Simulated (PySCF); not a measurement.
# Working out the ionisation energy of Al

Al [Ne] 3s2 3p1 (2P) → Al⁺ [Ne] 3s2 (1S). Calculation: PySCF 2.14, in aug-cc-pV(D+d)Z; no relativity, point nucleus. Frozen: [Ne]. Energies in hartree (1 hartree = 27.21139 eV):

```json
{"part": "UHF", "Al (lower)": "-241.874285", "Al⁺ (upper)": "-241.668532"}
{"part": "CCSD correlation", "Al (lower)": "-0.048295", "Al⁺ (upper)": "-0.038790"}
{"part": "(T)", "Al (lower)": "-0.000818", "Al⁺ (upper)": "0.000000"}
```

Task: What does Hartree-Fock give?

Result: (-241.668532) − (-241.874285) = 0.205753 hartree = 5.599 eV.

Task: What do CCSD and CCSD(T) give?

Result: The CCSD correlation energies differ by 0.009505 hartree = 0.259 eV and the triples by 0.000818 hartree = 0.022 eV, so CCSD gives 5.858 eV and CCSD(T) 5.880 eV.

Measured between the centres of the two terms (NIST): 5.977 eV, so CCSD(T) (valence) is off by -0.097 eV.

What remains against the reference includes basis incompleteness, the frozen core and higher excitations.
